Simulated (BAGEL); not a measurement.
# HF/STO-3G (density fitting with qzvpp-jkfit) run of Si2H4O (SMILES [SiH]O[SiH3])

What is the energy change on altering one bond length of Si2H4O at HF/STO-3G (density fitting with qzvpp-jkfit)? 

The calculation is run with BAGEL 1.2.2.

## Step 1: Starting point

The species is Si2H4O (7 atoms), meant as a singlet with charge 0. SMILES: `[SiH]O[SiH3]`. The shape is that of a PBE0-D4/def2-TZVP optimisation. This is one conformer, not always the lowest.

Bond lengths: Si1–O2 1.645 Å, O2–Si3 1.652 Å, Si1–H4 1.549 Å, Si3–H5 1.486 Å, Si3–H6 1.483 Å, Si3–H7 1.483 Å. Angles: Si1–O2–Si3 142.3°, O2–Si1–H4 97.6°, O2–Si3–H5 109.8°, O2–Si3–H6 108.5°, O2–Si3–H7 108.5°, H5–Si3–H6 110.1°, H5–Si3–H7 110.1°, H6–Si3–H7 109.7°.

## Step 2: The energy at HF/STO-3G (density fitting with qzvpp-jkfit)

input.json

```json
{ "bagel": [

{
  "title": "molecule",
  "basis": "sto-3g",
  "df_basis": "qzvpp-jkfit",
  "angstrom": true,
  "geometry": [
    { "atom": "Si", "xyz": [      -1.691900,      -1.472900,      -0.230200 ] },
    { "atom": "O", "xyz": [      -0.369000,      -0.805400,       0.485100 ] },
    { "atom": "Si", "xyz": [       0.731600,       0.414800,       0.316400 ] },
    { "atom": "H", "xyz": [      -1.779300,      -0.509900,      -1.440500 ] },
    { "atom": "H", "xyz": [       0.446600,       1.182300,      -0.923400 ] },
    { "atom": "H", "xyz": [       0.635100,       1.303800,       1.499700 ] },
    { "atom": "H", "xyz": [       2.088200,      -0.180800,       0.247100 ] }
  ]
},

{
  "title": "hf"
},

{
  "title": "print",
  "file": "orbitals.molden",
  "orbitals": true
}

]}
```

Launch:

```
$ BAGEL_NUM_THREADS=1 BAGEL input.json > input.out
```

What it wrote:

```text
* using 1 threads per process

  ===============================================================
  ===============================================================

  *** Geometry ***

  { "atom" : "Si", "xyz" : [     -3.197228,     -2.783378,     -0.435015 ] },
  { "atom" : "O", "xyz" : [     -0.697309,     -1.521985,      0.916706 ] },
  { "atom" : "Si", "xyz" : [      1.382524,      0.783858,      0.597909 ] },
  { "atom" : "H", "xyz" : [     -3.362390,     -0.963571,     -2.722150 ] },
  { "atom" : "H", "xyz" : [      0.843952,      2.234223,     -1.744973 ] },
  { "atom" : "H", "xyz" : [      1.200165,      2.463825,      2.834022 ] },
  { "atom" : "H", "xyz" : [      3.946126,     -0.341662,      0.466951 ] },

  Number of auxiliary basis functions:      405

  Since a DF basis is specified, we compute 2- and 3-index integrals:
    o Being stored without compression. Storage requirement is 0.002 GB

  Number of basis functions:       27
  Number of electrons      :       40

    * METHOD: MOLECULE                             0.11

  *** RHF ***

  === Nuclear Repulsion ===
   140.8530916924

      * DIIS with orbital gradients will be used.

  === RHF iteration (sto-3g) ===
      0       -647.29800808          0.01444847           0.01
      1       -647.34349234          0.00729577           0.01
      2       -647.35444960          0.00086908           0.01
      3       -647.35477754          0.00016981           0.01
      4       -647.35479385          0.00004793           0.01
      5       -647.35479513          0.00001096           0.01
      6       -647.35479520          0.00000280           0.01
      7       -647.35479521          0.00000042           0.01
      8       -647.35479521          0.00000011           0.01
      9       -647.35479521          0.00000003           0.01
     10       -647.35479521          0.00000001           0.01
    * SCF iteration converged.

    * Permanent dipole moment:
           (   -0.106750,    -0.143760,     0.045484) a.u.

    * METHOD: HF                                   0.22

    * METHOD: PRINT                                0.00

  ===============================================================
```

It took 0.5 s on 1 thread of Arm Neoverse V1, shared host; peak memory 0.083 GiB.

## Step 3: The distorted shape

calc.json

```json
{ "bagel": [

{
  "title": "molecule",
  "basis": "sto-3g",
  "df_basis": "qzvpp-jkfit",
  "angstrom": true,
  "geometry": [
    { "atom": "Si", "xyz": [      -1.895400,      -1.383556,      -0.219804 ] },
    { "atom": "O", "xyz": [      -0.572500,      -0.716056,       0.495496 ] },
    { "atom": "Si", "xyz": [       0.528100,       0.504144,       0.326796 ] },
    { "atom": "H", "xyz": [      -1.982800,      -0.420556,      -1.430104 ] },
    { "atom": "H", "xyz": [       0.243100,       1.271644,      -0.913004 ] },
    { "atom": "H", "xyz": [       0.431600,       1.393144,       1.510096 ] },
    { "atom": "H", "xyz": [       2.088200,      -0.180800,       0.247100 ] }
  ]
},

{
  "title": "hf"
},

{
  "title": "print",
  "file": "orbitals.molden",
  "orbitals": true
}

]}
```

Launch:

```
$ BAGEL_NUM_THREADS=1 BAGEL calc.json > calc.out
```

What it wrote:

```text
* using 1 threads per process

  ===============================================================
  ===============================================================

  *** Geometry ***

  { "atom" : "Si", "xyz" : [     -3.581787,     -2.614542,     -0.415369 ] },
  { "atom" : "O", "xyz" : [     -1.081868,     -1.353150,      0.936352 ] },
  { "atom" : "Si", "xyz" : [      0.997964,      0.952694,      0.617555 ] },
  { "atom" : "H", "xyz" : [     -3.746949,     -0.794736,     -2.702505 ] },
  { "atom" : "H", "xyz" : [      0.459392,      2.403059,     -1.725328 ] },
  { "atom" : "H", "xyz" : [      0.815606,      2.632661,      2.853668 ] },
  { "atom" : "H", "xyz" : [      3.946126,     -0.341662,      0.466951 ] },

  Number of auxiliary basis functions:      405

  Since a DF basis is specified, we compute 2- and 3-index integrals:
    o Being stored without compression. Storage requirement is 0.002 GB

  Number of basis functions:       27
  Number of electrons      :       40

    * METHOD: MOLECULE                             0.11

  *** RHF ***

  === Nuclear Repulsion ===
   139.9844182814

      * DIIS with orbital gradients will be used.

  === RHF iteration (sto-3g) ===
      0       -647.26633952          0.01467822           0.01
      1       -647.31436623          0.00719849           0.01
      2       -647.32499792          0.00093603           0.01
      3       -647.32535254          0.00018945           0.01
      4       -647.32537245          0.00005002           0.01
      5       -647.32537381          0.00001247           0.01
      6       -647.32537391          0.00000318           0.01
      7       -647.32537391          0.00000062           0.01
      8       -647.32537391          0.00000016           0.01
      9       -647.32537391          0.00000005           0.01
     10       -647.32537391          0.00000001           0.01
     11       -647.32537391          0.00000000           0.01
    * SCF iteration converged.

    * Permanent dipole moment:
           (   -0.021078,    -0.163802,     0.046616) a.u.

    * METHOD: HF                                   0.23

    * METHOD: PRINT                                0.00

  ===============================================================
```

Run time: 0.5 s. Hardware: 1 thread of Arm Neoverse V1, shared host; peak memory 0.083 GiB.

## Step 4: What came out

At HF/STO-3G (density fitting with qzvpp-jkfit):

```
                                                          quantity          value
                                         first shape: total energy  -647.35480 Eh
                                        first shape: dipole moment         0.47 D
                                          first shape: HOMO energy       -5.82 eV
                                          first shape: LUMO energy        6.92 eV
                                        first shape: HOMO–LUMO gap       12.75 eV
                                     distorted shape: total energy  -647.32537 Eh
                                    distorted shape: dipole moment         0.44 D
                                      distorted shape: HOMO energy       -5.87 eV
                                      distorted shape: LUMO energy        6.85 eV
                                    distorted shape: HOMO–LUMO gap       12.72 eV
energy change with the Si3–H7 bond stretched from 1.483 to 1.706 Å       0.801 eV
```

**Reading.** With the Si3–H7 bond stretched from 1.483 to 1.706 Å the energy rises by 0.80 eV (77.2 kJ/mol). The first shape isn't relaxed at this level, so the change isn't measured from a minimum. The minimal basis adds a large error of its own.
